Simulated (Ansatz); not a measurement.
System: bcc Ba. Method: LDA (Ansatz, a program for electronic structure, plane waves, PAW).

Numerical settings: plane-wave cutoff 520 eV, 16×16×16 k mesh, Fermi–Dirac smearing 0.05 eV, scalar-relativistic PAW data made under PBE.

Cell (relaxed at this level):

Ba is modelled in the cubic space group Im-3m (No. 229), the bcc (W type) structure, Pearson symbol cI2. Cell: a = b = c = 4.7570 Å, α = β = γ = 90.00°. Ba on 2a has 8 Ba at 4.120 Å and 6 Ba at 4.757 Å. (Neighbours: up to the widest gap in distance over summed covalent radii, below 1.35, at either atom.)
(The calculation used a cell of 1 atom; values per cell refer to that cell.)

Predict the bulk modulus B0 and pressure derivative B′ of the bulk modulus.


- bulk modulus B0: 10.2 GPa
- pressure derivative B′ of the bulk modulus: 2.6

The run finds no gap.

Measured, for comparison: bulk modulus 9.34 GPa (corrected for temperature and zero-point phonon effects, our sources range from 9.34 to 10.6; as tabulated in Levämäki et al. (2014), arXiv:1402.3671). Computed (rounded) less measured: bulk modulus +9 % (inside the range of the sources held).

Spin–orbit coupling is not included.

Computed values are for the static lattice.

The result took roughly 60 core-seconds.
